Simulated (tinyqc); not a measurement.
Worked calculation (part 3 of 3): RHF in the sto-6g basis, for CH3-, spin multiplicity 1. The basis has no diffuse functions, so it cannot describe the extra electron: this is an exercise in the method, not the real anion. Computed by tinyqc, a small Python program that keeps every step (integrals from PySCF). Command: `OMP_NUM_THREADS=1 python tinyqc.py 27111 27112 out.jsonl` (the two numbers bound the seeds that draw the settings). One thread of a shared host (Intel(R) Xeon(R) Processor @ 2.60GHz), about 0.2 s of CPU time with the checks.

Geometry (angstrom):
```
atom          x          y         z
C      0.000000   0.000000  0.045000
H      1.349000   0.000000  0.000000
H     -0.675000   1.168000  0.000000
H     -0.675000  -1.168000  0.000000
```

## Populations, bond orders and dipole

D after iteration 9:
```
            1C 1s      1C 2s     1C 2px     1C 2py     1C 2pz      2H 1s      3H 1s      4H 1s
1C 1s    2.061322  -0.220918  -0.000010   0.000000  -0.023893  -0.111979  -0.111939  -0.111939
1C 2s   -0.220918   0.850382   0.000042   0.000000   0.115147   0.344345   0.344191   0.344191
1C 2px  -0.000010   0.000042   0.347052   0.000000   0.000020   0.517710  -0.258886  -0.258886
1C 2py   0.000000   0.000000   0.000000   0.347112   0.000000   0.000000   0.448460  -0.448460
1C 2pz  -0.023893   0.115147   0.000020   0.000000   1.991475  -0.052185  -0.052144  -0.052144
2H 1s   -0.111979   0.344345   0.517710   0.000000  -0.052185   0.916863  -0.241644  -0.241644
3H 1s   -0.111939   0.344191  -0.258886   0.448460  -0.052144  -0.241644   0.917035  -0.241765
4H 1s   -0.111939   0.344191  -0.258886  -0.448460  -0.052144  -0.241644  -0.241765   0.917035
```

overlap S:
```
           1C 1s     1C 2s     1C 2px     1C 2py     1C 2pz      2H 1s      3H 1s      4H 1s
1C 1s   1.000000  0.243228   0.000000   0.000000   0.000000   0.035650   0.035649   0.035649
1C 2s   0.243228  1.000000   0.000000   0.000000   0.000000   0.353895   0.353887   0.353887
1C 2px  0.000000  0.000000   1.000000   0.000000   0.000000   0.369646  -0.184954  -0.184954
1C 2py  0.000000  0.000000   0.000000   1.000000   0.000000   0.000000   0.320039  -0.320039
1C 2pz  0.000000  0.000000   0.000000   0.000000   1.000000  -0.012331  -0.012330  -0.012330
2H 1s   0.035650  0.353895   0.369646   0.000000  -0.012331   1.000000   0.068950   0.068950
3H 1s   0.035649  0.353887  -0.184954   0.320039  -0.012330   0.068950   1.000000   0.069047
4H 1s   0.035649  0.353887  -0.184954  -0.320039  -0.012330   0.068950   0.069047   1.000000
```

Mulliken: Z minus the diagonal of D S on the atom; Loewdin: the same with S^(1/2) D S^(1/2); Mayer order: 2 sum_s sum (D(s) S)_ij (D(s) S)_ji over the two atoms.

Charges (e):
```
atom   Mulliken    Loewdin
1C    -0.419488  -0.462216
2H    -0.193423  -0.179182
3H    -0.193544  -0.179301
4H    -0.193544  -0.179301
```

Mayer bond orders:
```
pair     order
2-1   0.903188
3-1   0.903156
3-2   0.029700
4-1   0.903156
4-2   0.029700
4-3   0.029685
```

dipole moment about the origin, x y z (debye): 0.001620  0.000000  -0.367130
